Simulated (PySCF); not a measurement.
Simulated C 1s region for C-cyanomethanimine, `[H]/N=C/C#N`, binding energy against the vacuum level.

Every computed line was given a Gaussian of 1.0 eV full width at half maximum and an area set by the number of equivalent atoms; the highest printed point is 100. The calculation used delta-SCF UKS SCAN, pcX-2 on the ionised atom, pcseg-1 elsewhere, spin-free X2C (PySCF).

(binding energy (eV), intensity): (291.4, 0), (291.5, 0), (291.6, 1), (291.7, 2), (291.8, 4), (291.9, 7), (292.0, 11), (292.1, 18), (292.2, 27), (292.3, 38), (292.4, 51), (292.5, 65), (292.6, 78), (292.7, 90), (292.8, 97), (292.9, 100), (293.0, 99), (293.1, 94), (293.2, 87), (293.3, 81), (293.4, 77), (293.5, 77), (293.6, 80), (293.7, 85), (293.8, 92), (293.9, 97), (294.0, 100), (294.1, 98), (294.2, 92), (294.3, 82), (294.4, 69), (294.5, 55), (294.6, 42), (294.7, 30), (294.8, 20), (294.9, 13), (295.0, 8), (295.1, 4), (295.2, 2), (295.3, 1), (295.4, 1), (295.5, 0)

Question: Count the maxima, the lines and the sites behind this envelope.

Answer: The curve has 2 maxima (at 292.9 and 294.0 eV). Under it lie 2 lines from 2 inequivalent carbon sites.

Question: Decompose the envelope and assign each component. Numbering: `[H]/[N:2]=[CH:3]/[C:4]#[N:5]`.

Answer: 
```json
{"position (eV)": "292.88", "relative area": "1", "line": "C 1s", "atoms": "C4", "environment": "nitrile carbon"}
{"position (eV)": "294.05", "relative area": "1", "line": "C 1s", "atoms": "C3", "environment": "imine carbon"}
```

Question: Above which line width would these two lines show one maximum?

Answer: Two equal Gaussians merge once their distance is under 2σ = FWHM/1.177. With 1.16 eV between them that is a full width over 1.37 eV.

The listed C 1s values span 1.17 eV, from C4 (bonded to N (triple bond) and C) to C3 (bonded to N (double bond), C and H). Summing the Pauling electronegativity differences to the bonded atoms, each weighted by its formal bond order, gives +1.47 for the lowest site and +0.63 for the highest; the largest sum, +1.47, belongs to C4, 1.17 eV below the top. The smallest sum, +0.63, belongs to C3, 1.17 eV above the lowest.

Shake-up satellites, vibrational structure and lifetime widths aren't simulated. Spin contamination (⟨S²⟩ against 0.75 for a pure doublet) is marked for C 1s of C3 (0.88), which makes this value less certain. Isolated species at its GFN2-xTB geometry, gas phase.

Time: 9.2 s. Hardware: Arm Neoverse V1, one thread (shared host).
